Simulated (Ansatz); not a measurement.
**C5H6O: ranking of conformers in Python**

The task is a ranking of conformers, for C5H6O. SMILES: C#CC(C)C=O.

Computed with the Python package of Ansatz 0.2.0. Level of theory: MP2/cc-pVDZ.

## Step 1: Starting point

The script builds its own geometries from the SMILES C#CC(C)C=O.

The script holds or builds the structure itself.

## Step 2: Script

Input file c5h6o.py:

```python
import ansatz as az
from rdkit import Chem
from rdkit.Chem import AllChem

rd = Chem.AddHs(Chem.MolFromSmiles("C#CC(C)C=O"))
ids = list(AllChem.EmbedMultipleConfs(rd, numConfs=20, randomSeed=694, pruneRmsThresh=0.4))
field = [energy for _, energy in AllChem.MMFFOptimizeMoleculeConfs(rd)]
distinct = {round(e, 2): i for i, e in zip(ids, field)}
chosen = sorted(distinct.items())[:3]
found = []
for force_field, index in chosen:
    geometry = az.Crystal.molecule()
    for atom, xyz in zip(rd.GetAtoms(), rd.GetConformer(index).GetPositions()):
        geometry = geometry.atom(atom.GetSymbol(), xyz.round(5).tolist())
    calculation = geometry.calculation().basis(gaussian="cc-pVDZ").correlation("MP2")
    found.append(calculation.run().report["free_energy_ev"])
print("conformer   MMFF (kcal/mol)   this level (kcal/mol)")
for (force_field, index), e in zip(chosen, found):
    print(f"{index:9d} {force_field - chosen[0][0]:17.2f} {23.060548 * (e - min(found)):17.3f}")
```

## Step 3: The calls as engine input

The engine receives this input (first run):

```yaml
crystal:
  periodic: [false, false, false]
  atoms:
    - { symbol: C, position_ang: [2.35523, -0.72369, 0.01738] }
    - { symbol: C, position_ang: [1.23896, -0.32516, -0.1774] }
    - { symbol: C, position_ang: [-0.13009, 0.16963, -0.41919] }
    - { symbol: C, position_ang: [-0.57556, 1.09471, 0.70675] }
    - { symbol: C, position_ang: [-1.08009, -1.00132, -0.58971] }
    - { symbol: O, position_ang: [-2.19399, -1.08088, -0.07805] }
    - { symbol: H, position_ang: [3.34656, -1.07406, 0.19514] }
    - { symbol: H, position_ang: [-0.14606, 0.72357, -1.36532] }
    - { symbol: H, position_ang: [-0.60835, 0.56907, 1.66843] }
    - { symbol: H, position_ang: [-1.57787, 1.49254, 0.51361] }
    - { symbol: H, position_ang: [0.10885, 1.94369, 0.8137] }
    - { symbol: H, position_ang: [-0.73758, -1.7881, -1.28534] }
basis:
  gaussian:
    orbitals: cc-pVDZ
correlation:
  method: mp2
```

## Step 4: Launch

The run is started by

```console
python c5h6o.py
```

Without the output at hand: what should come out? Wanted: lowest; next above it by.

The runs gave:

```
        quantity     value
   runs compared         3
          lowest     run 1
next above it by  0.034 eV
```

In words: The structures are force-field minima, not relaxed at this level. Of those tried, run 1 is lowest; run 2 lies 0.034 eV above it. The conformers keep their force-field geometries.
